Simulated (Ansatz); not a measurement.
## How far each method lies from UCCSDT(Q) for HSi–BH, quartet

Geometry: a PBE0/def2-TZVP stationary point for this spin, not checked as a minimum.

| atom | x (Å) | y (Å) | z (Å) |
| --- | --- | --- | --- |
| Si | 0.0000 | -0.0471 | 0.5518 |
| B | 0.0000 | -0.0605 | -1.3633 |
| H | 0.0000 | 1.1711 | 1.4474 |
| H | 0.0000 | 0.7893 | -2.2001 |

Basis cc-pVTZ; Ansatz 0.2.0. Correlated methods freeze the noble-gas cores, which leaves 9 electrons in 86 orbitals. Prefix R: restricted or restricted open-shell reference; prefix U: unrestricted. Active spaces: valence = (9e, 10o) chosen from the atoms' valence shells.

Full CI isn't at hand for all of this; UCCSDT(Q) serves as the reference, and is uncertain by about the last step of the cluster series. The frozen core follows each run's orbitals, which can shift R against U totals by a few meV.

```
UHF ⟨S²⟩                          : 3.764
T1 diagnostic (RCCSD)             : 0.0293
largest doubles amplitude (RCCSD) : 0.029
T1 diagnostic (UCCSD)             : 0.0255
```

```json
{"level": "UHF", "E − E(RHF) (eV)": "-0.1149"}
{"level": "RMP2", "E − E(RHF) (eV)": "-4.3693"}
{"level": "UMP2", "E − E(RHF) (eV)": "-4.3511"}
{"level": "RCCSD", "E − E(RHF) (eV)": "-5.2403"}
{"level": "UCCSD", "E − E(RHF) (eV)": "-5.2448"}
{"level": "RCCSD(T)", "E − E(RHF) (eV)": "-5.4474"}
{"level": "UCCSD(T)", "E − E(RHF) (eV)": "-5.4481"}
```

Q: Estimate how far UCCSDT(Q) in cc-pVTZ lies from RCCSD(T). The table doesn't fix it; the size of (T) and the diagnostics are the guide.

A: UCCSDT(Q) in cc-pVTZ lies 5.1 kJ/mol below RCCSD(T), which is 25 % of the (T) step (-20.0 kJ/mol). The diagnostics give no warning, yet the rest is a sizeable part of (T). The miss exceeds 1 kcal/mol.

The other levels:

```
                   level  E − E(UCCSDT(Q)) (kJ/mol)  share of correlation (%)     wall time
                 BCCD(T)                        4.9                     99.08  5.5 s (H100)
                  RCCSDT                        1.1                     99.79             –
                  UCCSDT                        0.9                     99.82             –
               RCCSDT(Q)                        0.2                     99.97   10 s (H100)
  CASSCF (valence space)                      371.8                     29.95             –
  NEVPT2 (valence space)                       96.6                     81.79  8.5 s (H100)
  MRCISD (valence space)                       29.6                     94.43             –
MRCISD+Q (valence space)                        5.5                     98.96   12 s (H100)
```

The correlation energy at UCCSDT(Q), counted from RHF, is -5.500 eV. That run took 11 s on 2 threads of AMD EPYC 7R13 with a shared H100 80 GB, shared host.

Times hold each run's SCF and search for its determinant on a shared host, so for small cases they say little of a method's own cost.

Natural occupations of CASSCF (valence space) about the gap: 1.979 1.977 1.961 1.002 0.997 0.991 0.028 0.026 0.021 0.016; effectively unpaired electrons, Σ n²(2−n)², 3.02.
